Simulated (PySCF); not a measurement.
SiH₂, SMILES [SiH2] (connectivity only; charge and spin as stated), neutral, multiplicity 1. Heavy atoms are numbered as in [SiH2:1]. Hydrogens are named by the atom that carries them.

Geometry optimised at PBE-D3(BJ)/def2-TZVPD. The isomer is the one that the SMILES or the coordinates give; other isomers of the formula were not compared.

Method: PySCF with PBE/def2-TZVPD.

Mulliken values depend strongly on the basis, most of all with diffuse functions as here. ESP charges are fitted to the potential on shells at 1.4 to 2.0 van der Waals radii. Atomic charges (e), one atom of each kind:

| atom | Mulliken | ESP fit | meta-Löwdin |
|---|---|---|---|
| Si1 (SiH2) | -0.01 | 0.05 | 0.15 |
| H on Si1 | 0.00 | -0.03 | -0.08 |
